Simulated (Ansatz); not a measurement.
Geometry optimisation, Ansatz, RHF/def2-SVP.

Input:

```yaml
crystal:
  periodic: [false, false, false]
  atoms:
    - { symbol: B, position_ang: [0.063166, 0.321324, -0.037024] }
    - { symbol: F, position_ang: [-0.071353, 0.383434, 1.277854] }
    - { symbol: H, position_ang: [1.137332, 0.578927, -0.506753] }
    - { symbol: H, position_ang: [-0.919762, 0.10019, -0.686232] }
    - { symbol: S, position_ang: [0.288387, -2.683249, 0.664885] }
    - { symbol: H, position_ang: [-0.973411, -3.003749, 0.370786] }
    - { symbol: H, position_ang: [-0.05186, -1.726378, 1.583684] }
basis:
  gaussian: { orbitals: def2-SVP }
hamiltonian:
  xc: hf
relax:
  f_tol: 0.03
  max_steps: 50
```

Command:

```bash
$ ansatz run input.yaml --threads 1 --pin off --max-ram 2048MiB --backend cpu --events-out ev --progress --plain --runs-dir out
```

Question: Where does it end, and by what steps?

Answer: The run converged. The force dipped under the threshold on the way, but the program's further checks kept it going. After 23 steps the energy has fallen by 0.137 eV; H7 moved furthest, 0.78 Å.

```csv
step,energy less start (eV),largest force component (eV/Å),accepted
0,0.0000,1.014,yes
1,-0.0969,0.353,yes
2,-0.1130,0.376,yes
3,-0.0873,0.978,no
4,-0.1262,0.351,yes
5,-0.1317,0.244,yes
6,-0.1349,0.024,yes
7,-0.1349,0.110,no
8,-0.1351,0.047,yes
9,-0.1354,0.009,yes
10,-0.1354,0.131,no
11,-0.1353,0.118,no
12,-0.1355,0.053,yes
13,-0.1358,0.105,yes
14,-0.1360,0.051,yes
15,-0.1359,0.055,no
16,-0.1361,0.030,yes
17,-0.1364,0.039,yes
18,-0.1361,0.138,no
19,-0.1357,0.160,no
20,-0.1365,0.026,yes
21,-0.1365,0.076,yes
22,-0.1367,0.033,yes
23,-0.1368,0.009,yes
```

```xyz
7
Properties=species:S:1:pos:R:3
B 0.033 0.469 -0.110
F -0.310 0.723 1.135
H 1.191 0.529 -0.401
H -0.841 0.268 -0.904
S 0.231 -2.722 0.560
H -1.091 -2.904 0.535
H 0.259 -2.392 1.853
```

Whether the end is a true minimum wasn't checked by a vibrational analysis.

Time of the run: 17 s on 1 thread of Arm Neoverse V2 (shared host), peak memory 0.12 GiB.
